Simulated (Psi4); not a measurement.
Psi4 input (wB97X-D/6-311+G**):

```
memory 1500 MB

molecule {
0 1
C    -0.00170870   -0.66567344    0.81387215
C    -0.00719668    0.66934088    0.81082855
C     0.00705435   -0.78630365   -0.69668354
C     0.00060264    0.78315033   -0.70026163
H    -0.00295721   -1.40814764    1.60151577
H    -0.01456410    1.41536330    1.59507864
H    -0.87601309   -1.24870475   -1.14280492
H     0.89873399   -1.24138698   -1.13309362
H     0.88851889    1.24355459   -1.13875886
H    -0.88622818    1.23623681   -1.14847016
symmetry c1
no_reorient
no_com
}

set {
  basis 6-311+G**
  reference rks
  scf_type df
  df_basis_scf def2-universal-jkfit
  dft_radial_points 99
  dft_spherical_points 590
  e_convergence 1e-8
  d_convergence 1e-7
  maxiter 150
}

e = energy('wb97x-d')
print_out(f'\nFINAL {e:.10f} DIPOLE {variable("CURRENT DIPOLE")[0]:.6f} {variable("CURRENT DIPOLE")[1]:.6f} {variable("CURRENT DIPOLE")[2]:.6f}\n')
```

### Question
What final total energy does it give?

### Answer
-155.96092 Eh.
